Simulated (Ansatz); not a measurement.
# SiNHO+ (doublet): wave-function methods side by side, cc-pVDZ

An exercise on one series of results from a longer session: the logs are not shown, and one member is left open.

Computed with Ansatz 0.2.0, Gaussian basis. Level: cc-pVDZ, core rule «outside noble gas», up to 7 orbitals frozen.

The runs, in order: UHF; CCSD(T) on ROHF; CCSD(T) on UHF; BCCD(T) on ROHF; CISD as a restricted active space (open shells left free, so some higher excitations enter); CCSDT(Q) on ROHF; CCSDT(Q) on UHF.

20 further runs of the same task are left out: 7 that didn't finish, 13 set aside as unsound or not needed. Runs told in other sessions of the task aren't counted.

### The system

The geometry is a PBE0/def2-TZVP stationary point (not a proven minimum) of the parent state, kept for this charge and spin.

4 atoms, charge 1, spin multiplicity 2.

Atoms are counted from 1 here; the program's logs count them from 0.

Bond lengths: N1–Si2 1.558 Å, N1–H4 1.005 Å, Si2–O3 1.509 Å. Angles: Si2–N1–H4 132.8°, N1–Si2–O3 168.2°.

The first run:

in.yaml reads:

```yaml
crystal:
  periodic: [false, false, false]
  atoms:
    - {symbol: N, position_ang: [0.000012, -0.239716, 0.953850]}
    - {symbol: Si, position_ang: [0.000042, -0.027109, -0.589510]}
    - {symbol: O, position_ang: [-0.000001, -0.130416, -2.095112]}
    - {symbol: H, position_ang: [-0.000052, 0.397241, 1.730772]}
basis:
  gaussian: {orbitals: cc-pVDZ}
total_charge: 1
magnetization: {spin_polarized: true, initial_magnetization: 1}
hamiltonian: {xc: hf}
output: {orbitals: {seedname: orbitals}}
```

Run with:

```sh
> ansatz run in.yaml --threads 1 --pin off --events-out ev --progress --plain --max-ram 2393MiB
```

Steps of the session up to this table: UHF; CCSD(T) on ROHF; CCSD(T) on UHF; BCCD(T) on ROHF; CISD as a restricted active space (open shells left free, so some higher excitations enter); CCSDT(Q) on ROHF; CCSDT(Q) on UHF.

One table of the session follows, with a row left open; its other results are not shown here.

| method | from RCCSDT(Q) (meV) |
| --- | --- |
| ROHF | +12070.4 |
| UHF | +11956.5 |
| RMP2 | +918.4 |
| UMP2 | +911.4 |
| CISD | +1812.5 |
| RCCSD | +584.7 |
| UCCSD | +578.0 |
| RCCSD(T) | +102.2 |
| UCCSD(T) | +99.0 |
| BCCD(T) | +92.9 |
| RCCSDT | +41.9 |
| UCCSDT | ? |
| RCCSDT(Q) | 0 |
| UCCSDT(Q) | -44.7 |

**Question.** Estimate the row for UCCSDT.

**Answer.** from RCCSDT(Q) (meV): +42.5. In the column «from RCCSDT(Q) (meV)» it lies between RCCSDT (+41.9) and BCCD(T) (+92.9).

Limits of these values: Restricted and unrestricted rows rest on different reference determinants; a gap between their highest levels can come from leftover correlation error, from unlike frozen cores or from another state.
